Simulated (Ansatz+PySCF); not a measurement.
# doublet CH2O(+): levels of theory in one basis

```xyz
4

O     0.0000    0.0000   -1.1592
C     0.0000    0.0000    0.0276
H     0.0000    0.9247    0.5658
H     0.0000   -0.9247    0.5658
```

Basis set: cc-pVTZ (spherical functions). Frozen core: 2 orbitals. Correlation on ROHF uses semicanonical orbitals with singles. Charge 1, multiplicity 2.

Computed with Ansatz (development build ahead of 0.2.0) and PySCF 2.14.0; each method stands on the lowest determinant of its kind that the runs found.

| method | E − E(ROHF) (eV) | <S²> of the determinant |
| --- | --- | --- |
| ROHF | 0.00 | 0.75 |
| UHF | -0.21 | 0.78 |
| ROHF-MP2 | -9.12 | – |
| UHF-MP2 | -9.11 | 0.78 |
| ROHF-CCSD(T) | -10.24 | – |
| UHF-CCSD(T) | -10.24 | 0.78 |

(1) What does UHF-CCSD give on the same scale?

Results:

(1) -9.87 eV.

Caution for ROHF-MP2, ROHF-CCSD(T): large amplitudes, a single reference is doubtful.
